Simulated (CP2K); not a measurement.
# A workflow on AlHCl (SMILES [AlH][Cl])

Aim: a geometry optimisation (doublet AlHCl, GFN0-xTB), then energy and gradient (quartet AlHCl, GFN0-xTB), then a geometry optimisation (quartet AlHCl, GFN0-xTB), then energy and forces (doublet AlHCl, GFN0-xTB) of AlClH. 

The calculation is run with CP2K 2026.2.

6 further runs of the same task are left out: 2 that didn't finish, 4 set aside as unsound or not needed.

### Step 1. The molecule

AlHCl has 3 atoms, charge 0, and is taken as a doublet. SMILES: `[AlH][Cl]`. Geometry: a GFN2-xTB relaxation, a rough one for these elements and not checked as a minimum. The run starts from this shape.

Bond lengths: Al1–Cl2 2.035 Å, Al1–H3 1.581 Å. Angles: Cl2–Al1–H3 121.0°.

### Step 2. A structure relaxation at GFN0-xTB (run 1)

Contents of mol.inp:

```
&GLOBAL
    PROJECT mol
    RUN_TYPE GEO_OPT
    PRINT_LEVEL LOW
&END

&MOTION
    &GEO_OPT
        OPTIMIZER BFGS
        MAX_ITER 100
        MAX_FORCE 4.5E-04
        RMS_FORCE 3.0E-04
    &END
    &PRINT
        &TRAJECTORY
            &EACH
                GEO_OPT 1
            &END
        &END
        &FORCES ON
            &EACH
                GEO_OPT 1
            &END
        &END
        &RESTART OFF
        &END
        &RESTART_HISTORY OFF
        &END
    &END
&END

&FORCE_EVAL
    METHOD Quickstep
    &DFT
        MULTIPLICITY 2
        UKS T
        &QS
            METHOD XTB
            EPS_DEFAULT 1.0E-10
            &XTB
                GFN_TYPE 0
                CHECK_ATOMIC_CHARGES F
            &END
        &END
        ! cluster boundary conditions
        &POISSON
            PERIODIC NONE
            POISSON_SOLVER ANALYTIC
        &END
        ! self-consistent field
        &SCF
            SCF_GUESS ATOMIC
            EPS_SCF 1.0E-07
            MAX_SCF 150
            ADDED_MOS 2
            &DIAGONALIZATION
                ALGORITHM STANDARD
            &END
            &MIXING
                METHOD DIRECT_P_MIXING
                ALPHA 0.4
            &END
        &END
        ! extra output
        &PRINT
            &MOMENTS
                PERIODIC F
                REFERENCE COM
                MAX_MOMENT 1
            &END
            &MULLIKEN OFF
            &END
            &HIRSHFELD OFF
            &END
        &END
    &END
    ! atoms, cell and kinds
    &SUBSYS
        ! vacuum box
        &CELL
            ABC 12.8 11 11.5
            PERIODIC NONE
        &END
        &COORD
            Al     6.146395     5.008205     5.508515
            Cl     7.785335     5.708695     6.491585
            H      5.014665     5.991795     5.008415
        &END
    &END
&END
```

The run is started by

```sh
$ OMP_NUM_THREADS=1 cp2k.psmp -i mol.inp > mol.out 2>&1
```

The log of the run:

```text
CP2K| version string:                                       CP2K version 2026.2
[...]
 GLOBAL| Method name                                                        CP2K
[...]
 GLOBAL| Run type                                                        GEO_OPT
[...]
                             - Atoms:                                          3
[...]
                             - Spherical basis functions:                     20
[...]
 Number of electrons:                                                          6
[...]
 ENERGY| Total FORCE_EVAL ( QS ) energy [hartree]             -6.150942813106587
[...]
 OPT| Step number                                                              0
[...]
 OPT| Total energy [hartree]                                       -6.1509428131
[...]
 OPT| Step number                                                              7
[...]
 OPT| Total energy [hartree]                                       -6.1560264379
[...]
 OPT| Step number                                                              8
[...]
 OPT| Total energy [hartree]                                       -6.1560267626
[...]
 ***                    GEOMETRY OPTIMIZATION COMPLETED                      ***
[...]
 TB_DIPOLE| Moment [Debye]         -1.62100501      -4.00389585      -1.37564201
 TB_DIPOLE| Derivative [a.u.]       0.00000000       0.00000000       0.00000000
 ENERGY| Total FORCE_EVAL ( QS ) energy [hartree]             -6.156026762630269
[...]
```

It took 0.48 s on 1 thread of Arm Neoverse N1, shared host; peak memory 0.14 GiB.

Steps, from the record of the run:

```csv
step,energy from the first frame kept (eV),largest force (eV/Å)
1,0.0000,0.7167
2,-0.0416,0.1498
3,-0.0440,0.0929
4,-0.0449,0.0879
5,-0.0459,0.0494
6,-0.0463,0.0291
7,-0.0463,0.0144
8,-0.0463,0.0095
9,-0.0463,0.0095
```

After the run. Bond lengths: Al1–Cl2 2.170 Å, Al1–H3 1.670 Å. Angles: Cl2–Al1–H3 107.5°.

### Step 3. The quartet: energy and gradient at GFN0-xTB (run 2)

Contents of run.inp:

```
&GLOBAL
 PROJECT_NAME run
 RUN_TYPE ENERGY_FORCE
 PRINT_LEVEL MEDIUM
&END
&FORCE_EVAL
 METHOD Quickstep
 &DFT
  CHARGE 0
  MULTIPLICITY 4
  SPIN_POLARIZED T
  &QS
   METHOD XTB
   EPS_DEFAULT 1.0E-10
   &XTB
    GFN_TYPE 0
    CHECK_ATOMIC_CHARGES F
   &END
  &END
  &POISSON
   PERIODIC NONE
   POISSON_SOLVER ANALYTIC
  &END
  &SCF
   SCF_GUESS ATOMIC
   EPS_SCF 1.0E-07
   MAX_SCF 150
   ADDED_MOS 4
   &DIAGONALIZATION
    ALGORITHM STANDARD
   &END
   &MIXING
    METHOD DIRECT_P_MIXING
    ALPHA 0.4
   &END
  &END
  &PRINT
   &MOMENTS
    PERIODIC F
    REFERENCE COM
    MAX_MOMENT 1
   &END
   &MO ON
    ENERGIES T
    OCCUPATION_NUMBERS T
    NDIGITS 6
    &EACH
     QS_SCF 0
    &END
    ADD_LAST NUMERIC
   &END
   &HIRSHFELD OFF
   &END
  &END
 &END
 &SUBSYS
  &CELL
   ABC [angstrom] 12.7 11.2 11.5
   PERIODIC NONE
  &END
  &COORD
   Al     6.047367     4.993716     5.453540
   Cl     7.715487     5.926916     6.480940
   H      4.984512     6.206284     5.019060
  &END
 &END
 &PRINT
  &FORCES ON
  &END
 &END
&END
```

The run is started by

```sh
$ OMP_NUM_THREADS=1 cp2k.psmp -i run.inp > run.out 2>&1
```

The log of the run:

```text
CP2K| version string:                                       CP2K version 2026.2
[...]
 GLOBAL| Method name                                                        CP2K
[...]
 GLOBAL| Run type                                                   ENERGY_FORCE
[...]
                             - Atoms:                                          3
[...]
                             - Spherical basis functions:                     20
[...]
 Number of electrons:                                                          7
[...]
 TB_DIPOLE| Moment [Debye]          4.81628061      -0.02548589       2.63504675
 TB_DIPOLE| Derivative [a.u.]       0.00000000       0.00000000       0.00000000
[...]
 ENERGY| Total FORCE_EVAL ( QS ) energy [hartree]             -5.888011016721061
 FORCES| Atomic forces [hartree/bohr]
 FORCES|   Atom     x               y               z               |f|
 FORCES|      1 -9.45892422E-03 -1.03098738E-02 -6.43706562E-03   1.54013168E-02
 FORCES|      2  6.35624943E-03  7.56204545E-03  4.40283338E-03   1.08153308E-02
 FORCES|      3  3.10267479E-03  2.74782836E-03  2.03423223E-03   4.61684441E-03
 FORCES| Sum    -4.77048956E-18  8.67361738E-18  4.77048956E-18
 FORCES| Total atomic force                                       1.09884840E-17
[...]
```

It took 0.4 s on 1 thread of Arm Neoverse N1, shared host; peak memory 0.14 GiB.

### Step 4. The quartet: a structure relaxation at GFN0-xTB (run 3)

Contents of run.inp:

```
&GLOBAL
    PROJECT run
    RUN_TYPE GEO_OPT
    PRINT_LEVEL LOW
&END GLOBAL

&FORCE_EVAL
    METHOD QUICKSTEP
    &DFT
        MULTIPLICITY 4
        UNRESTRICTED_KOHN_SHAM T
        &QS
            METHOD XTB
            EPS_DEFAULT 1.0E-10
            &XTB
                GFN_TYPE 0
                CHECK_ATOMIC_CHARGES F
            &END XTB
        &END QS
        &POISSON
            PERIODIC NONE
            POISSON_SOLVER ANALYTIC
        &END POISSON
        &SCF
            SCF_GUESS ATOMIC
            EPS_SCF 1.0E-07
            MAX_SCF 150
            ADDED_MOS 4
            &DIAGONALIZATION
                ALGORITHM STANDARD
            &END DIAGONALIZATION
            &MIXING
                METHOD DIRECT_P_MIXING
                ALPHA 0.4
            &END MIXING
        &END SCF
        &PRINT
            &MOMENTS
                PERIODIC F
                REFERENCE COM
                MAX_MOMENT 1
            &END MOMENTS
            &MULLIKEN OFF
            &END MULLIKEN
            &HIRSHFELD OFF
            &END HIRSHFELD
        &END PRINT
    &END DFT
    &SUBSYS
        &CELL
            ABC 12.7 11.2 11.5
            PERIODIC NONE
        &END CELL
        &COORD
            Al     6.047367     4.993716     5.453540
            Cl     7.715487     5.926916     6.480940
            H      4.984512     6.206284     5.019060
        &END COORD
    &END SUBSYS
&END FORCE_EVAL

&MOTION
    &GEO_OPT
        OPTIMIZER BFGS
        MAX_ITER 100
        MAX_FORCE 4.5E-04
        RMS_FORCE 3.0E-04
    &END GEO_OPT
    &PRINT
        &TRAJECTORY
            &EACH
                GEO_OPT 1
            &END EACH
        &END TRAJECTORY
        &FORCES ON
            &EACH
                GEO_OPT 1
            &END EACH
        &END FORCES
        &RESTART OFF
        &END RESTART
        &RESTART_HISTORY OFF
        &END RESTART_HISTORY
    &END PRINT
&END MOTION
```

The run is started by

```sh
$ OMP_NUM_THREADS=1 cp2k.psmp -i run.inp -o run.out
```

The log of the run:

```text
CP2K| version string:                                       CP2K version 2026.2
[...]
 GLOBAL| Method name                                                        CP2K
[...]
 GLOBAL| Run type                                                        GEO_OPT
[...]
                             - Atoms:                                          3
[...]
                             - Spherical basis functions:                     20
[...]
 Number of electrons:                                                          7
[...]
 ENERGY| Total FORCE_EVAL ( QS ) energy [hartree]             -5.888011016721061
[...]
 OPT| Step number                                                              0
[...]
 OPT| Total energy [hartree]                                       -5.8880110167
[...]
 OPT| Step number                                                              9
[...]
 OPT| Total energy [hartree]                                       -5.8915833817
[...]
 OPT| Step number                                                             10
[...]
 OPT| Total energy [hartree]                                       -5.8915833924
[...]
 ***                    GEOMETRY OPTIMIZATION COMPLETED                      ***
[...]
 TB_DIPOLE| Moment [Debye]          3.36829856      -0.23680700       1.81616289
 TB_DIPOLE| Derivative [a.u.]       0.00000000       0.00000000       0.00000000
 ENERGY| Total FORCE_EVAL ( QS ) energy [hartree]             -5.891583392391459
[...]
```

Run time: 0.52 s. Hardware: 1 thread of Arm Neoverse N1, shared host; peak memory 0.14 GiB.

The path in brief:

```csv
step,energy from the first frame kept (eV),largest force (eV/Å)
1,0.0000,0.5186
2,-0.0411,0.2183
3,-0.0468,0.1736
4,-0.0525,0.1771
5,-0.0556,0.1578
6,-0.0589,0.1502
7,-0.0613,0.1010
8,-0.0621,0.0389
9,-0.0622,0.0019
10,-0.0622,0.0000
11,-0.0622,0.0000
```

After the run. Bond lengths: Al1–Cl2 2.249 Å, Al1–H3 1.661 Å. Angles: Cl2–Al1–H3 86.9°.

### Step 5. Energy and gradient at GFN0-xTB (run 4)

Contents of gas.inp:

```
&GLOBAL
 PROJECT_NAME gas
 RUN_TYPE ENERGY_FORCE
 PRINT_LEVEL MEDIUM
&END GLOBAL

&FORCE_EVAL
 METHOD Quickstep
 &DFT
  CHARGE 0
  MULTIPLICITY 2
  UKS T
  # Quickstep
  &QS
   METHOD XTB
   EPS_DEFAULT 1.0E-10
   &XTB
    GFN_TYPE 0
    CHECK_ATOMIC_CHARGES F
   &END XTB
  &END QS
  &POISSON
   PERIODIC NONE
   POISSON_SOLVER ANALYTIC
  &END POISSON
  # SCF settings
  &SCF
   SCF_GUESS ATOMIC
   EPS_SCF 1.0E-07
   MAX_SCF 150
   ADDED_MOS 2
   &DIAGONALIZATION
    ALGORITHM STANDARD
   &END DIAGONALIZATION
   &MIXING
    METHOD DIRECT_P_MIXING
    ALPHA 0.4
   &END MIXING
  &END SCF
  # extra output
  &PRINT
   &MOMENTS
    PERIODIC F
    REFERENCE COM
    MAX_MOMENT 1
   &END MOMENTS
   &MO ON
    ENERGIES T
    OCCUPATION_NUMBERS T
    NDIGITS 6
    &EACH
     QS_SCF 0
    &END EACH
    ADD_LAST NUMERIC
   &END MO
   &HIRSHFELD OFF
   &END HIRSHFELD
  &END PRINT
 &END DFT
 &SUBSYS
  &CELL
   ABC [angstrom] 12.4 11.4 11.3
   PERIODIC NONE
  &END CELL
  &COORD
   Al     5.791259     4.979690     5.265441
   Cl     7.395292     6.177027     6.289912
   H      5.004708     6.420310     5.010088
  &END COORD
 &END SUBSYS
 &PRINT
  &FORCES ON
  &END FORCES
 &END PRINT
&END FORCE_EVAL
```

The run is started by

```sh
$ OMP_NUM_THREADS=1 cp2k.psmp gas.inp > gas.out
```

The log of the run:

```text
CP2K| version string:                                       CP2K version 2026.2
[...]
 GLOBAL| Method name                                                        CP2K
[...]
 GLOBAL| Run type                                                   ENERGY_FORCE
[...]
                             - Atoms:                                          3
[...]
                             - Spherical basis functions:                     20
[...]
 Number of electrons:                                                          6
[...]
 TB_DIPOLE| Moment [Debye]         -2.52517589      -5.45383007      -2.04752816
 TB_DIPOLE| Derivative [a.u.]       0.00000000       0.00000000       0.00000000
[...]
 ENERGY| Total FORCE_EVAL ( QS ) energy [hartree]             -6.150568094764860
 FORCES| Atomic forces [hartree/bohr]
 FORCES|   Atom     x               y               z               |f|
 FORCES|      1  4.68067610E-03  1.10985720E-02  3.91581939E-03   1.26657282E-02
 FORCES|      2  4.35634716E-03 -6.91567153E-03  1.54380297E-03   8.31790845E-03
 FORCES|      3 -9.03702326E-03 -4.18290046E-03 -5.45962236E-03   1.13565806E-02
 FORCES| Sum    -5.20417043E-18 -1.82145965E-17  5.20417043E-18
 FORCES| Total atomic force                                       1.96453126E-17
[...]
```

Wall time 0.38 s (1 thread of Arm Neoverse N1, shared host); peak memory 0.14 GiB.

### Step 6. Outcome

| quantity | value |
| --- | --- |
| run 1, GFN0-xTB: total energy at the end | -6.15603 Eh |
| run 1, GFN0-xTB: dipole moment (from atomic charges alone) | 4.53 D |
| run 1, GFN0-xTB: dispersion energy | -1.05 kJ/mol |
| quartet, run 2: total energy | -5.88801 Eh |
| quartet, run 2: dipole moment (from atomic charges alone) | 5.49 D |
| quartet, run 2: HOMO energy (highest over α and β) | -5.06 eV |
| quartet, run 2: dispersion energy | -1.05 kJ/mol |
| quartet, run 2: largest force on an atom | 0.792 eV/Å |
| quartet, run 3: total energy at the end | -5.89158 Eh |
| quartet, run 3: dipole moment (from atomic charges alone) | 3.83 D |
| quartet, run 3: dispersion energy | -1.05 kJ/mol |
| run 4, GFN0-xTB: total energy | -6.15057 Eh |
| run 4, GFN0-xTB: dipole moment (from atomic charges alone) | 6.35 D |
| run 4, GFN0-xTB: HOMO energy (highest over α and β) | -10.10 eV |
| run 4, GFN0-xTB: LUMO energy (lowest over α and β) | -10.10 eV |
| run 4, GFN0-xTB: largest force on an atom | 0.651 eV/Å |
| adiabatic energy of the quartet above the doublet (no zero-point term) | 7.196 eV |

**Reading.** The method runs without spin polarisation, so open shells lack the exchange term that lowers high spin: such gaps come out too high and can have the wrong sign. The largest force (run 4, GFN0-xTB) is 0.65 eV/Å: the shape isn't a stationary point for this species at this level. The adiabatic energy of the quartet above the doublet (no zero-point term) is 7.20 eV (694 kJ/mol). The dipole (run 1, GFN0-xTB) comes from point charges on the atoms alone, without atomic dipoles, so it is partial. The optimisation (run 1, GFN0-xTB) took 8 steps and changed the energy by -0.138 eV. The dipole (quartet, run 2) comes from point charges on the atoms alone, without atomic dipoles, so it is partial.
